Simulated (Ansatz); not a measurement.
# AlCO+ (quintet): from Hartree-Fock to the top rungs, def2-TZVPP

The task here is to estimate one member of a computed series from the others.

Program: Ansatz 0.2.0, Gaussian basis. Level of theory: def2-TZVPP, core rule «outside noble gas», up to 7 orbitals frozen. These are calculated values, not measurements.

To be run: UHF; ROHF; CCSD(T) on UHF.

### The system

The geometry is a PBE0/def2-TZVP stationary point (not a proven minimum) of the parent state, kept for this charge and spin.

3 atoms, charge 1, spin multiplicity 5.

Atoms are counted from 1 here; the program's logs count them from 0.

Bond lengths: C1–Al2 1.893 Å, Al2–O3 1.598 Å. Angles: C1–Al2–O3 180.0°.

Geometry (Å):

```xyz
3
charge 1, multiplicity 5
C     0.0000    0.0000    1.7943
Al    0.0000    0.0000   -0.0983
O     0.0000    0.0000   -1.6960
```

Set-up of the first run:

The input, in.yaml:

```yaml
crystal:
  periodic: [false, false, false]
  atoms:
    - {symbol: C, position_ang: [0.000000, 0.000000, 1.794300]}
    - {symbol: Al, position_ang: [0.000000, 0.000000, -0.098300]}
    - {symbol: O, position_ang: [0.000000, 0.000000, -1.696000]}
basis:
  gaussian: {orbitals: def2-TZVPP}
total_charge: 1
magnetization: {spin_polarized: true, initial_magnetization: 4}
hamiltonian: {xc: hf}
output: {orbitals: {seedname: orbitals}}
```

The run is started by

```bash
ansatz run in.yaml --threads 1 --pin off --events-out ev --progress --plain --max-ram 3968MiB --backend cpu
```

Among the steps run: UHF; ROHF; CCSD(T) on UHF.

One of the session's tables, all rows but one given; the rest of the session is left out.

| method | from UCCSD(T) (meV) |
| --- | --- |
| ROHF | ? |
| UHF | +8978.1 |
| UMP2 | +1073.4 |
| UCCSD | +289.4 |
| UCCSD(T) | 0 |

Q: Estimate the row for ROHF from the others.

The run gave: from UCCSD(T) (meV): +9136.3. In the column «from UCCSD(T) (meV)» it is the highest.
